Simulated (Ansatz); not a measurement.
Consider the isomerisation: `CC1=C(O)CC1` → `CC1=CCCO1`.

Isolated molecules relaxed with PBE0-D4/def2-TZVP in Ansatz; ΔE leaves out vibrations. CCSD(T)/CBS is the MP2 limit (def2-TZVPP, def2-QZVPP) plus CCSD(T) − MP2 in def2-TZVPP, frozen cores. Functionals use def2-TZVPP. B3LYP here is the variant with VWN-RPA as its local correlation; programs differ in this. Each species was taken in one conformer, which may not be the lowest.

Question: Is it downhill or uphill in electronic energy at CCSD(T)/CBS, and by how much? (An estimate is asked.)

Answer: Ansatz gave: Downhill: ΔE = -61.8 kJ/mol.

Question: What do these levels give: PBE0-D4, ωB97X-V, B2PLYP, PBE0, B3LYP, HF/def2-TZVPP, MP2/def2-TZVPP, CCSD/def2-TZVPP, MP2/def2-QZVPP, HF/CBS(def2), MP2/CBS(def2), CCSD/CBS(def2)? (An estimate is asked.)

Answer: The calculation gave: PBE0-D4 -56.6, ωB97X-V -65.3, B2PLYP -63.5, PBE0 -56.2, B3LYP -63.1, HF/def2-TZVPP -73.6, MP2/def2-TZVPP -57.5, CCSD/def2-TZVPP -64.2, MP2/def2-QZVPP -56.6, HF/CBS(def2) -73.7, MP2/CBS(def2) -55.9, CCSD/CBS(def2) -62.6 kJ/mol.

Largest T1 diagnostic among the species: 0.012.

In def2-TZVPP, CCSD(T) changes the Hartree–Fock value by +10.2 kJ/mol (the triples alone add +0.7 kJ/mol) and MP2 by +16.2 kJ/mol. From PBE to PBE0 (25 % exact exchange), in def2-TZVPP and without D4, ΔE moves by −3.2 kJ/mol.
